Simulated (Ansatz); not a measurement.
System: rock-salt HfC. Method: r²SCAN+rVV10 in Ansatz (PAW).

Total energies, extrapolated to zero smearing (they compare only within this program, potentials and cutoff):

```json
[
 {"system": "rock-salt HfC, relaxed", "energy (eV/atom)": "-7992.0064"},
 {"system": "hcp Hf", "energy (eV/atom)": "-15730.2703"},
 {"system": "graphite", "energy (eV/atom)": "-251.4980"}
]
```

Problem. Work out the enthalpy of formation per atom.

Solution. ΔH_f ≈ ΔE = -7992.0064 − [1 × (-15730.2703) + 1 × (-251.4980)]/2 = -1.122 eV/atom (0 K, no vibrations). The reference value is -1.171 ± 0.03 eV/atom (measured, 298 K, copied from a table, unchecked, no zero-point or thermal correction; as tabulated in Wang et al. (2021), doi:10.1038/s41598-021-94550-5), a difference of +0.049 eV/atom.

Spin–orbit coupling is left out; its size isn't shown.

The PAW data were made under PBE.

Ansatz is a program for electronic structure.
